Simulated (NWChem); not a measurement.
# Correlation energy of Cl (-1)

```xyz
1

Cl     0.0000     0.0000     0.0000
```
Charge -1, spin multiplicity 1.

All runs are NWChem calculations.

Basis set: def2-TZVPD. Each correlation energy counts from its own Hartree-Fock reference.

```json
[
 {"method": "CR-CCSD(T)", "correlation energy (mHa)": "-224.3", "difference from CCSD(T)": "+1.4"},
 {"method": "CCSD(T)", "correlation energy (mHa)": "-225.8", "difference from CCSD(T)": "0.0"},
 {"method": "CCSD+T(CCSD)", "correlation energy (mHa)": "-225.8", "difference from CCSD(T)": "-0.1"},
 {"method": "CR-CCSD[T]", "correlation energy (mHa)": "-224.4", "difference from CCSD(T)": "+1.4"},
 {"method": "CCSD", "correlation energy (mHa)": "-216.9", "difference from CCSD(T)": "+8.9"},
 {"method": "SCS-MP2", "correlation energy (mHa)": "-196.6", "difference from CCSD(T)": "+29.2"},
 {"method": "MP2", "correlation energy (mHa)": "-200.5", "difference from CCSD(T)": "+25.2"}
]
```

The values span 29.2 mHa, from CCSD+T(CCSD) (lowest) to SCS-MP2 (highest). 

The correlated methods keep 5 core orbitals frozen. No row is a measurement; the coupled-cluster row has its own basis-set and correlation limits.
